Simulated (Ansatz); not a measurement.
Geometry optimisation, RKS B3LYP-D4/6-31G* (Ansatz 0.2.0).

Input file:

```yaml
crystal:
  periodic: [false, false, false]
  atoms:
    - { symbol: B, position_ang: [0.066237, 0.0795, 0.144516] }
    - { symbol: C, position_ang: [0.074916, 0.279031, 1.723881] }
    - { symbol: H, position_ang: [-0.808588, -0.150612, 2.208892] }
    - { symbol: H, position_ang: [0.963864, -0.149313, 2.203834] }
    - { symbol: H, position_ang: [0.068991, 1.354738, 1.961841] }
    - { symbol: "N", position_ang: [1.257423, 0.077308, -0.592972] }
    - { symbol: H, position_ang: [1.28641, 0.021952, -1.601058] }
    - { symbol: H, position_ang: [2.172544, 0.127569, -0.16401] }
    - { symbol: H, position_ang: [-0.955785, 0.004847, -0.474707] }
    - { symbol: H, position_ang: [-0.275917, -2.247854, 0.6164] }
    - { symbol: H, position_ang: [-0.285997, -1.969168, 1.266284] }
basis:
  gaussian: { orbitals: "6-31G*" }
hamiltonian:
  xc: b3lyp
  dispersion: d4
relax:
  f_tol: 0.03
  max_steps: 50
```

Command:

```bash
$ ansatz run input.yaml --threads 1 --pin off --max-ram 2048MiB --backend cpu --events-out ev --progress --plain --runs-dir out
```

Q: Where does it end, and by what steps?

A: It converged. The force dipped under the threshold on the way, but the program's further checks kept it going. After 27 steps the energy has fallen by 0.272 eV; H11 moved furthest, 1.67 Å.

```json
{"step": "0", "energy less start (eV)": "0.0000", "largest force component (eV/Å)": "1.254", "accepted": "yes"}
{"step": "1", "energy less start (eV)": "-0.1409", "largest force component (eV/Å)": "0.206", "accepted": "yes"}
{"step": "2", "energy less start (eV)": "-0.1886", "largest force component (eV/Å)": "0.117", "accepted": "yes"}
{"step": "3", "energy less start (eV)": "-0.2108", "largest force component (eV/Å)": "0.305", "accepted": "yes"}
{"step": "4", "energy less start (eV)": "-0.2019", "largest force component (eV/Å)": "0.867", "accepted": "no"}
{"step": "5", "energy less start (eV)": "-0.2252", "largest force component (eV/Å)": "0.104", "accepted": "yes"}
{"step": "6", "energy less start (eV)": "-0.2300", "largest force component (eV/Å)": "0.256", "accepted": "yes"}
{"step": "7", "energy less start (eV)": "-0.2348", "largest force component (eV/Å)": "0.167", "accepted": "yes"}
{"step": "8", "energy less start (eV)": "-0.2369", "largest force component (eV/Å)": "0.337", "accepted": "yes"}
{"step": "9", "energy less start (eV)": "-0.2390", "largest force component (eV/Å)": "0.272", "accepted": "yes"}
{"step": "10", "energy less start (eV)": "-0.2478", "largest force component (eV/Å)": "0.028", "accepted": "yes"}
{"step": "11", "energy less start (eV)": "-0.2507", "largest force component (eV/Å)": "0.219", "accepted": "yes"}
{"step": "12", "energy less start (eV)": "-0.2536", "largest force component (eV/Å)": "0.184", "accepted": "yes"}
{"step": "13", "energy less start (eV)": "-0.2585", "largest force component (eV/Å)": "0.106", "accepted": "yes"}
{"step": "14", "energy less start (eV)": "-0.2429", "largest force component (eV/Å)": "0.872", "accepted": "no"}
{"step": "15", "energy less start (eV)": "-0.2619", "largest force component (eV/Å)": "0.080", "accepted": "yes"}
{"step": "16", "energy less start (eV)": "-0.2652", "largest force component (eV/Å)": "0.061", "accepted": "yes"}
{"step": "17", "energy less start (eV)": "-0.2671", "largest force component (eV/Å)": "0.009", "accepted": "yes"}
{"step": "18", "energy less start (eV)": "-0.2624", "largest force component (eV/Å)": "0.546", "accepted": "no"}
{"step": "19", "energy less start (eV)": "-0.2683", "largest force component (eV/Å)": "0.054", "accepted": "yes"}
{"step": "20", "energy less start (eV)": "-0.2689", "largest force component (eV/Å)": "0.176", "accepted": "yes"}
{"step": "21", "energy less start (eV)": "-0.2698", "largest force component (eV/Å)": "0.068", "accepted": "yes"}
{"step": "22", "energy less start (eV)": "-0.2704", "largest force component (eV/Å)": "0.042", "accepted": "yes"}
{"step": "23", "energy less start (eV)": "-0.2708", "largest force component (eV/Å)": "0.056", "accepted": "yes"}
{"step": "24", "energy less start (eV)": "-0.2709", "largest force component (eV/Å)": "0.068", "accepted": "yes"}
{"step": "25", "energy less start (eV)": "-0.2712", "largest force component (eV/Å)": "0.050", "accepted": "yes"}
{"step": "26", "energy less start (eV)": "-0.2714", "largest force component (eV/Å)": "0.027", "accepted": "yes"}
{"step": "27", "energy less start (eV)": "-0.2715", "largest force component (eV/Å)": "0.004", "accepted": "yes"}
```

```xyz
11
Properties=species:S:1:pos:R:3
B 0.026 0.512 0.233
C 0.086 0.793 1.784
H -0.801 0.377 2.283
H 0.973 0.383 2.283
H 0.057 1.873 1.983
N 1.025 -0.216 -0.424
H 1.013 -0.409 -1.416
H 1.839 -0.589 0.048
H -0.886 0.912 -0.439
H 0.164 -2.752 0.371
H 0.066 -3.457 0.587
```

Run time: 51 s on 1 thread of Arm Neoverse V2, with other jobs on the host, peak memory 0.14 GiB.
